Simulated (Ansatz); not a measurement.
Ansatz (a quantum-chemistry and plane-wave program) input:
A basis named .json is the Basis Set Exchange file of that set.

Ansatz 0.2 input:
```yaml
crystal:
  periodic: [false, false, false]
  atoms:
    - {symbol: O, position_ang: [-1.66114469, 0.13057589, 0.03706797]}
    - {symbol: C, position_ang: [-0.58344504, -0.40829064, -0.06362926]}
    - {symbol: S, position_ang: [1.04936424, 0.08782104, 0.00532698]}
basis:
  gaussian:
    orbitals: cc-pV_Q+d_Z.json
    fitting: {mean_field: def2-universal-jkfit, correlation: cc-pVQZ-RIFIT.json}
total_charge: -1
magnetization: {spin_polarized: true, initial_magnetization: 1}
correlation: {method: mp2, electrons: outside_noble_gas}
```

Problem. Which total energy does the run end on?

Solution. -510.92118 Eh (RI-MP2/cc-pV(Q+d)Z). The basis has 174 functions.
